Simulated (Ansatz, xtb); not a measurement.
## Two isomers of AlBHN

We compare X, `N=[B][Al]`, a singlet, with Y, `B=[N][Al]`, a singlet. Both are isolated molecules in the gas phase, relaxed with PBE0-D4/def2-TZVP.

X (Å):

```yaml
atoms:
  - { symbol: Al, position_ang: [0.0000, 0.0000, -2.5204] }
  - { symbol: B, position_ang: [0.0000, 0.0000, -0.3215] }
  - { symbol: N, position_ang: [0.0000, 0.0000, 0.9243] }
  - { symbol: H, position_ang: [0.0000, 0.0000, 1.9176] }
```

Y (Å):

```yaml
atoms:
  - { symbol: Al, position_ang: [0.0000, 0.0000, -2.2715] }
  - { symbol: B, position_ang: [0.0000, 0.0000, 0.7852] }
  - { symbol: N, position_ang: [0.0000, 0.0000, -0.4722] }
  - { symbol: H, position_ang: [0.0000, 0.0000, 1.9585] }
```

Problem. Estimate E(Y) − E(X) at the level CCSD(T)/def2-TZVPP.

Solution. Calculated at CCSD(T)/def2-TZVPP: E(Y) − E(X) = −149.4 kJ/mol, so structure Y lies lower.

Level by level:

```
             level           geometry  E(Y) − E(X) (kJ/mol)  departure from the last row (kJ/mol)  job, with rough time for the two
 PBE0-D4/def2-TZVP  PBE0-D4/def2-TZVP                  −150.8                                  −1.4                optimisation, 34 s
     HF/def2-TZVPP  PBE0-D4/def2-TZVP                  −169.6                                 −20.2           part of the CCSD(T) run
    MP2/def2-TZVPP  PBE0-D4/def2-TZVP                  −160.1                                 −10.6           part of the CCSD(T) run
CCSD(T)/def2-TZVPP  PBE0-D4/def2-TZVP                  −149.4                                                       single point, 9 s
```

As drawn, Y has 1 Al–N, 1 B–H in place of 1 Al–B, 1 N–H.

None of the levels shown reverses the order. The largest departure from CCSD(T)/def2-TZVPP is that of HF/def2-TZVPP, 20.2 kJ/mol. Levels run at GFN2-xTB geometries aren't shown.

With harmonic frequencies from PBE0-D4/def2-TZVP (ideal gas, rigid rotor, one conformer each, 298.15 K, 1 atm): on the last row, ΔE + ΔZPE = −151.7, ΔH = −152.5, ΔG = −151.6 kJ/mol.

The correlated steps freeze 7 core orbitals. Programs: Ansatz 0.2.0; the last row on 1 thread of Intel(R) Xeon(R) Platinum 8488C (Sapphire Rapids) on a shared host.
